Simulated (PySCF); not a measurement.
dimethyl thioether (C2H6S), singlet, at a GFN2-xTB geometry; MP2/6-31G** (PySCF).

Input for PySCF:
```python
from pyscf import gto, scf, mp

mol = gto.M(
    atom='''
C    -0.007850    1.377404   -0.513607
S     0.002549   -0.002333    0.664816
C     0.003874   -1.373765   -0.523307
H    -0.009534    2.291986    0.069400
H     0.883687    1.332437   -1.133295
H    -0.903678    1.324796   -1.126468
H     0.010004   -2.292417    0.053236
H    -0.892387   -1.324474   -1.135809
H     0.894977   -1.316832   -1.142635
''',
    basis='6-31g**',
    charge=0,
    spin=0,
    verbose=5,
)

mf = scf.RHF(mol)
mf.kernel()

pt = mp.MP2(mf)
pt.kernel()
print('E(MP2) = %.10f' % pt.e_tot)
```

The log (banner, timings and long lists left out):

```
PySCF version 2.14.0

[INPUT] verbose = 5
[INPUT] max_memory = 4000
[INPUT] num. atoms = 9
[INPUT] num. electrons = 34
[INPUT] charge = 0
[INPUT] spin (= nelec alpha-beta = 2S) = 0
[INPUT] symmetry False subgroup None
[INPUT] Mole.unit = angstrom
[INPUT] Symbol           X                Y                Z      unit          X                Y                Z       unit  Magmom
[...]
[INPUT] ---------------- BASIS SET ----------------
[INPUT] l, kappa, [nprim/nctr], expnt,             c_1 c_2 ...
[INPUT] S
[...]
                                3301.49           0.01423
                                754.146           0.069696
                                212.711           0.238487
                                67.9896           0.483307
                                23.0515           0.338074
[...]
                                100.71            -0.031693
                                32.1599           -0.113317
                                11.8079           0.05609
                                4.6311            0.592255
                                1.87025           0.455006
[...]
                                0.922167          0.066957
                                0.341287          1.05451
[...]
                                100.71            0.030681
                                32.1599           0.130452
                                11.8079           0.327205
                                4.6311            0.452851
                                1.87025           0.256042
[...]
                                0.922167          0.310263
                                0.341287          0.754483
[...]
[INPUT] H
[...]
                                2.8253937         0.23472695
                                0.6401217         0.81375733
[...]
[INPUT] C
[...]
                                457.36951         0.0140373
                                103.94869         0.0688426
                                29.210155         0.2321844
                                9.286663          0.4679413
                                3.163927          0.362312
[...]
                                1.8812885         -0.1608542
                                0.5442493         1.1434564
[...]
                                1.8812885         0.316424
                                0.5442493         0.7443083
[...]
nuclear repulsion = 110.920624746091
number of shells = 38
number of NR pGTOs = 147
number of NR cGTOs = 76
basis = 6-31g**
ecp = {}

******** <class 'pyscf.scf.hf.RHF'> ********
method = RHF
initial guess = minao
damping factor = 0
level_shift factor = 0
DIIS = <class 'pyscf.scf.diis.CDIIS'>
diis_start_cycle = 1
diis_space = 8
diis_damp = 0
SCF conv_tol = 1e-09
SCF conv_tol_grad = None
SCF max_cycles = 50
direct_scf = True
direct_scf_tol = 1e-13
Set gradient conv threshold to 3.16228e-05
Initial guess from minao.
E1 = -874.0436834859764  E2 = 286.2087810938059  Ecoul = 323.77136868267115  Exc = -37.562587588865256
init E= -476.91427764608
cond(S) = 360.01011578515244
[...]
  mo_energy =
[-9.19846730e+01 -1.13293807e+01 -1.13290535e+01 -9.01362807e+00
 -6.68753240e+00 -6.68689433e+00 -6.68516533e+00 -1.39937326e+00
 -1.21214958e+00 -8.53296018e-01 -5.54483389e-01 -5.46157275e-01
 -5.15684430e-01 -4.66854584e-01 -4.00292895e-01 -3.64834444e-01
 -2.48782251e-01  8.51426663e-02  1.41881965e-01  1.74780395e-01
  2.25285493e-01  2.45473946e-01  2.58676493e-01  2.75805216e-01
  2.90198981e-01  5.02775936e-01  5.27927192e-01  5.28120897e-01
  5.32273582e-01  6.22117891e-01  6.82023439e-01  7.29884268e-01
  7.62883452e-01  7.67832409e-01  9.30725434e-01  1.00549727e+00
  1.01456856e+00  1.04299765e+00  1.05657735e+00  1.07604678e+00
  1.08718248e+00  1.09622662e+00  1.10368225e+00  1.12034634e+00
  1.15950770e+00  1.24343720e+00  1.43111155e+00  1.52974497e+00
  1.67314399e+00  1.68635916e+00  1.70780109e+00  1.73562034e+00
  2.27481416e+00  2.27905757e+00  2.28074471e+00  2.30449613e+00
[...]
[...]
  mo_energy =
[-91.92276285 -11.25016443 -11.25014655  -8.93849647  -6.62065452
  -6.61927134  -6.61714175  -1.06184723  -0.95295688  -0.80550043
  -0.60690524  -0.60610946  -0.57828103  -0.56734138  -0.49130996
  -0.43037391  -0.33301886   0.19473023   0.22626672   0.2530826
   0.28183793   0.28786067   0.32033279   0.32503969   0.33835471
   0.55436757   0.57408739   0.57464413   0.57730793   0.64848192
   0.71561134   0.76369327   0.8091173    0.81930235   0.96395302
   1.06780537   1.06917102   1.10463129   1.13200054   1.133044
   1.1516209    1.1575792    1.17012974   1.1906964    1.23304577
   1.3209957    1.48043476   1.57253437   1.72825609   1.7391898
   1.76418101   1.79066075   2.32314941   2.3268164    2.33995298
   2.36043306   2.37204252   2.37813622   2.40531667   2.45588136
   2.66017969   2.6767428    2.67675259   2.68093527   2.92665709
   2.9450693    3.14056054   3.14814717   3.16240943   3.18160758
   3.53483181   3.56971325   3.77443354   3.78898209   3.79710452
   3.81019665]
E1 = -876.0225092975513  E2 = 288.35903480748425  Ecoul = 325.93043166672703  Exc = -37.57139685924278
cycle= 8 E= -476.742849743976  delta_E= -4.47e-09  |g|= 1.61e-05  |ddm|= 0.000236
[...]
  mo_energy =
[-91.9227569  -11.25016452 -11.25014663  -8.9384906   -6.62064848
  -6.61926517  -6.61713552  -1.06184419  -0.9529554   -0.80549905
  -0.60690312  -0.60610796  -0.57827906  -0.5673393   -0.49130739
  -0.43037172  -0.33301809   0.19473052   0.22626826   0.25308314
   0.28183894   0.28786222   0.32033291   0.32504121   0.338356
   0.55436797   0.57408911   0.5746474    0.57730792   0.64848429
   0.71561286   0.76369493   0.80911804   0.81930327   0.96395425
   1.06780739   1.069174     1.10463231   1.13200317   1.13304564
   1.15162305   1.15758073   1.17013062   1.19069699   1.23304793
   1.32099805   1.48043637   1.57253665   1.72825792   1.73919071
   1.76418291   1.79066174   2.32315115   2.32681728   2.33995472
   2.36043405   2.37204431   2.37813711   2.40531774   2.45588284
   2.6601816    2.67674377   2.67675404   2.68093719   2.92665815
   2.94507081   3.14056144   3.14814899   3.16241035   3.18160955
   3.53483275   3.56971438   3.77443544   3.78898236   3.79710643
   3.81019714]
E1 = -876.0224721534944  E2 = 288.3589976632419  Ecoul = 325.9303938268804  Exc = -37.5713961636385
cycle= 9 E= -476.742849744162  delta_E= -1.85e-10  |g|= 3.61e-06  |ddm|= 4.15e-05
[...]
  mo_energy =
[-91.92275782 -11.25016404 -11.25014615  -8.93849158  -6.62064944
  -6.61926616  -6.61713646  -1.06184447  -0.95295516  -0.80549921
  -0.60690337  -0.60610765  -0.57827901  -0.56733943  -0.49130762
  -0.43037205  -0.33301879   0.19473034   0.22626822   0.25308293
   0.28183905   0.28786212   0.32033319   0.32504112   0.33835594
   0.55436761   0.57408902   0.57464708   0.5773073    0.6484842
   0.71561282   0.76369478   0.80911801   0.8193033    0.9639544
   1.06780717   1.0691735    1.10463268   1.13200276   1.13304548
   1.15162276   1.15758072   1.17013094   1.19069711   1.23304772
   1.3209977    1.48043627   1.57253646   1.72825788   1.73919091
   1.76418282   1.79066187   2.32315115   2.32681755   2.3399547
   2.36043426   2.37204427   2.37813741   2.40531797   2.45588289
   2.66018158   2.67674412   2.67675419   2.68093717   2.92665843
   2.94507092   3.14056177   3.14814897   3.16241068   3.18160947
   3.53483299   3.56971455   3.77443538   3.78898288   3.79710636
   3.81019758]
E1 = -876.022478467317  E2 = 288.35900397705956  Ecoul = 325.93040031085945  Exc = -37.571396333799896
Extra cycle  E= -476.742849744167  delta_E= -4.89e-12  |g|= 1.3e-06  |ddm|= 8.19e-06
converged SCF energy = -476.742849744167

******** <class 'pyscf.mp.mp2.RMP2'> ********
nocc = 17, nmo = 76
transform (ia|jb) incore
E(RMP2) = -477.17602777535  E_corr = -0.433178031183653
E(SCS-RMP2) = -477.179542729189  E_corr = -0.436692985022074
E_corr(same-spin) = -0.095908445074973
E_corr(oppo-spin) = -0.33726958610868
E(MP2) = -477.1760277754
```
